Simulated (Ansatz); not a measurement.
## α-N2

Method: PBE-D4 in Ansatz (PAW).

Numerical settings: plane-wave cutoff 520 eV, 4×4×4 k mesh, perturbation theory, scalar-relativistic PAW data made under PBE.

Cell (relaxed at this level):

N has the cubic space group Pa-3 (No. 205), Pearson symbol cP8. Lattice parameters: a = b = c = 5.7119 Å, α = β = γ = 90.00°. N on 8c has 1 N at 1.101 Å. (Neighbours: up to the widest gap in distance over summed covalent radii, below 1.35, at either atom.)

electronic dielectric constant ε∞: 1.57

Computing time: roughly 5 core-minutes.

Ansatz is a quantum-chemistry and plane-wave program.
